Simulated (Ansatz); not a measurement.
**FH3OSi: basis-set convergence**

The task here is to estimate one member of a computed series from the others.

The runs use Ansatz 0.2.0, Gaussian basis; one geometry, several basis sets.

Levels to be run: PBE0-D4/def2-SVP; ωB97M-V/def2-SVP; PBE0-D4/def2-QZVPP; ωB97M-V/def2-QZVPP; the functionals' def2-TZVPP values are taken from earlier runs.

## The relaxed structure

The geometry comes from an earlier relaxation with PBE0-D4 in a triple-zeta def2 set; it is a stationary point.

SMILES `O[SiH2]F`, 6 atoms, charge 0, spin multiplicity 1.

Atoms are counted from 1 here; the program's logs count them from 0.

Bond lengths: O1–Si2 1.630 Å, O1–H4 0.958 Å, Si2–F3 1.596 Å, Si2–H5 1.474 Å, Si2–H6 1.482 Å. Angles: Si2–O1–H4 119.1°, O1–Si2–F3 111.0°, O1–Si2–H5 106.4°, O1–Si2–H6 111.7°, F3–Si2–H5 108.2°, F3–Si2–H6 106.0°, H5–Si2–H6 113.7°.

Set-up of the first run:

The input, in.yaml:

```yaml
crystal:
  periodic: [false, false, false]
  atoms:
    - {symbol: O, position_ang: [-0.853521, -0.209157, -0.924109]}
    - {symbol: Si, position_ang: [0.378261, -0.009305, 0.123877]}
    - {symbol: F, position_ang: [0.180808, -0.922814, 1.417814]}
    - {symbol: H, position_ang: [-1.714238, 0.150164, -0.705640]}
    - {symbol: H, position_ang: [1.595602, -0.458521, -0.575772]}
    - {symbol: H, position_ang: [0.455088, 1.385633, 0.617631]}
basis:
  gaussian: {orbitals: def2-SVP}
hamiltonian: {xc: pbe0, dispersion: d4}
output: {orbitals: {seedname: orbitals}}
```

Steps of the session up to this table: PBE0-D4 in def2-SVP; ωB97M-V in def2-SVP; PBE0-D4 in def2-QZVPP; ωB97M-V in def2-QZVPP.

One of the session's tables, all rows but one given; the rest of the session is left out.

It belongs to the step «Density functionals: the series». 

| functional | basis | HOMO (eV) | LUMO (eV) |
| --- | --- | --- | --- |
| PBE0-D4 | def2-SVP | ? | ? |
| PBE0-D4 | def2-TZVPP | -9.32 | 0.37 |
| PBE0-D4 | def2-QZVPP | -9.36 | 0.07 |
| ωB97M-V | def2-SVP | -11.43 | 2.90 |
| ωB97M-V | def2-TZVPP | -11.63 | 1.91 |
| ωB97M-V | def2-QZVPP | -11.66 | 1.39 |

Q: Estimate the row for PBE0-D4, def2-SVP from the others.

The run gave: HOMO (eV): -9.17; LUMO (eV): 1.12. In the column «HOMO (eV)» it is the highest.
